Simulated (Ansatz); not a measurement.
Consider the ligand exchange at the Al–O bond: `[AlH2][O][SiH3]` + H–F → `[F][AlH2]` + silanol.

Gas-phase electronic energies from Ansatz, PBE0-D4/def2-TZVP geometries. CBS: MP2 limit from def2 TZ/QZ plus the TZ coupled-cluster correction, frozen cores. This one scheme is used for every species. Functionals use def2-TZVPP. HSE06 is defined as in plane-wave codes.

`[AlH2][O][SiH3]`:

Cartesian coordinates in Å:
```
Al 1.147 1.022 1.066
O 0.102 0.111 0.114
Si -0.882 -0.784 -0.817
H 0.832 1.135 2.609
H 2.380 1.712 0.362
H -1.967 0.069 -1.371
H -1.493 -1.880 -0.019
H -0.121 -1.385 -1.945
```

H–F:

Cartesian coordinates in Å:
```
F 0.433 0.064 0.142
H -0.433 -0.064 -0.142
```

`[F][AlH2]`:

Cartesian coordinates in Å:
```
F 1.382 0.517 -0.604
Al -0.048 -0.018 0.021
H -0.786 -1.166 -0.766
H -0.548 0.666 1.349
```

`O[SiH3]`:

```xyz
6

O    -0.921    0.206   -0.867
Si    0.202   -0.216    0.262
H    -0.891    1.096   -1.218
H     1.588   -0.101   -0.270
H    -0.085   -1.625    0.615
H     0.107    0.639    1.478
```

```json
{"level": "PBE-D4", "ΔE (kJ/mol)": "-28.6", "difference from CCSD(T)/CBS": "-5.1"}
{"level": "revPBE-D4", "ΔE (kJ/mol)": "-27.2", "difference from CCSD(T)/CBS": "-3.7"}
{"level": "PBE0-D4", "ΔE (kJ/mol)": "-24.4", "difference from CCSD(T)/CBS": "-0.9"}
{"level": "r2SCAN0-D4", "ΔE (kJ/mol)": "-24.3", "difference from CCSD(T)/CBS": "-0.8"}
{"level": "CAM-B3LYP-D4", "ΔE (kJ/mol)": "-26.6", "difference from CCSD(T)/CBS": "-3.1"}
{"level": "B2PLYP", "ΔE (kJ/mol)": "-27.9", "difference from CCSD(T)/CBS": "-4.4"}
{"level": "PBE-QIDH", "ΔE (kJ/mol)": "-23.5", "difference from CCSD(T)/CBS": "0.0"}
{"level": "revPBE", "ΔE (kJ/mol)": "-33.5", "difference from CCSD(T)/CBS": "-10.0"}
{"level": "HSE06", "ΔE (kJ/mol)": "-27.5", "difference from CCSD(T)/CBS": "-4.0"}
{"level": "CAM-B3LYP", "ΔE (kJ/mol)": "-30.1", "difference from CCSD(T)/CBS": "-6.6"}
{"level": "RPA@PBE/def2-TZVPP", "ΔE (kJ/mol)": "-24.0", "difference from CCSD(T)/CBS": "-0.5"}
{"level": "CCSD/def2-SVP", "ΔE (kJ/mol)": "-24.9", "difference from CCSD(T)/CBS": "-1.4"}
{"level": "MP2/def2-TZVPP", "ΔE (kJ/mol)": "-22.1", "difference from CCSD(T)/CBS": "1.4"}
{"level": "MP2/def2-QZVPP", "ΔE (kJ/mol)": "-22.8", "difference from CCSD(T)/CBS": "0.7"}
{"level": "HF/CBS(def2)", "ΔE (kJ/mol)": "-25.3", "difference from CCSD(T)/CBS": "-1.8"}
{"level": "MP2/CBS(def2)", "ΔE (kJ/mol)": "-23.0", "difference from CCSD(T)/CBS": "0.5"}
{"level": "CCSD(T)/CBS", "ΔE (kJ/mol)": "-23.5", "difference from CCSD(T)/CBS": "0"}
```

Largest T1 diagnostic among the species: 0.012.

Leaving LDA and LC-ωPBE aside and taking each functional with its dispersion term where it has one, the values, not all of them listed here, spread over 6.9 kJ/mol, from PBE-D4 to BHLYP-D4. LDA lies +5.3 kJ/mol from PBE without D4. From r2SCAN to r2SCAN0 (25 % exact exchange), in def2-TZVPP and without D4, ΔE moves by +3.1 kJ/mol.
